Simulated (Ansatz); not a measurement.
# HAl–AlH, triplet in 6-31G: errors against full CI

Geometry: a PBE0/def2-TZVP stationary point for this spin, not checked as a minimum.

```yaml
atoms:
  - { symbol: Al, position_ang: [0.0000, 0.0000, 1.1500] }
  - { symbol: Al, position_ang: [0.0000, 0.0000, -1.1500] }
  - { symbol: H, position_ang: [0.0000, 0.0000, 2.7245] }
  - { symbol: H, position_ang: [0.0000, 0.0000, -2.7245] }
```

Basis 6-31G; Ansatz 0.2.0. Correlated methods freeze the noble-gas cores, which leaves 8 electrons in 20 orbitals. R marks a restricted (for open shells ROHF) determinant, U an unrestricted one. Active spaces: valence = (8e, 10o) chosen from the atoms' valence shells; pair = (4e, 4o) about the gap.

Full CI is exact within this basis and frozen core; it isn't the basis-set limit. The frozen core follows each run's orbitals, which can shift R against U totals by a few meV.

For open shells CISD and CISDTQ are restricted-active-space CI with the open shells as a complete middle space.

```
UHF ⟨S²⟩                          : 2.026
T1 diagnostic (RCCSD)             : 0.0239
largest doubles amplitude (RCCSD) : 0.102
T1 diagnostic (UCCSD)             : 0.0144
```

```csv
level,E − E(RHF) (eV)
UHF,-0.0897
RMP2,-1.6003
UMP2,-1.6264
RCCSD,-2.2796
UCCSD,-2.2814
RCCSD(T),-2.3307
UCCSD(T),-2.3306
```

Task: Estimate how far full CI in 6-31G lies from RCCSD(T). The table doesn't fix it; the size of (T) and the diagnostics are the guide.

Result: Full CI in 6-31G lies 1.06 mEh below RCCSD(T), which is 56 % of the (T) step (-1.88 mEh). The diagnostics give no warning, yet the rest is a sizeable part of (T).

The other levels:

```tsv
level	E − E(full CI) (mEh)	share of correlation (%)	wall time
CISD	7.00	91.92	1.1 s
BCCD(T)	1.06	98.77	0.9 s
RCCSDT	0.24	99.73	–
UCCSDT	0.23	99.73	–
CISDTQ	0.22	99.75	8.5 s
RCCSDT(Q)	0.07	99.91	3.6 s
UCCSDT(Q)	0.07	99.92	3.3 s
CASSCF (valence space)	19.51	77.50	–
NEVPT2 (valence space)	6.48	92.52	4.9 s
MRCISD (valence space)	0.58	99.33	–
MRCISD+Q (valence space)	0.21	99.76	7.5 s
```

The correlation energy at full CI, counted from RHF, is -2.360 eV. That run took 53 s on 1 thread of Arm Neoverse V1, shared host over 2,920,256 determinants.

Run but not shown, since their state or frozen core can't be matched to the reference's or they repeat it: CASSCF (pair space), NEVPT2 (pair space), MRCISD (pair space), MRCISD+Q (pair space).

Times hold each run's SCF and search for its determinant on a shared host, so for small cases they say little of a method's own cost; they ran on 1 thread of Arm Neoverse V1.

The full-CI state has the irrep B1g of D2h, in the program's axes (one component, if the state is degenerate).

Natural occupations of full CI about the gap: 1.960 1.950 1.942 0.972 0.972 0.069 0.032 0.032 0.031 0.010; effectively unpaired electrons, Σ n²(2−n)², 2.06.
